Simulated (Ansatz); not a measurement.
Results of revPBE (Ansatz, a first-principles code, PAW) for cubic perovskite KTaO3.

Run with plane-wave cutoff 520 eV, 8×8×8 k mesh, Fermi–Dirac smearing 0.01 eV, scalar-relativistic PAW data made under PBE.

Cell (relaxed at this level):

```
KTaO3
1.0
    4.04716     0.00000     0.00000
    0.00000     4.04716     0.00000
    0.00000     0.00000     4.04716
K Ta O
1 1 3
Direct
  0.00000   0.00000   0.00000
  0.50000   0.50000   0.50000
  0.50000   0.00000   0.50000
  0.00000   0.50000   0.50000
  0.50000   0.50000   0.00000
```

Task: Estimate the bulk modulus, band gap, smallest direct gap on the k points sampled and pressure derivative B′ of the bulk modulus that the calculation returns.

Result: 
- bulk modulus: 178 GPa
- band gap: 2.16 eV
- smallest direct gap on the k points sampled: 2.78 eV
- pressure derivative B′ of the bulk modulus: 4.5

Measured, for comparison: band gap 3.64 eV (temperature not stated, not corrected to a static lattice, indirect; as tabulated in Himmetoglu and Janotti (2016), arXiv:1601.06205); bulk modulus 220 GPa (temperature not stated, not corrected to a static lattice; as tabulated in Tinte et al. (1998), arXiv:cond-mat/9809379). Computed (rounded) less measured: bulk modulus -19 %.

Spin–orbit coupling is not included.

Static lattice: no zero-point or thermal effects.

It cost about 40 core-seconds (a rough figure) of CPU time.
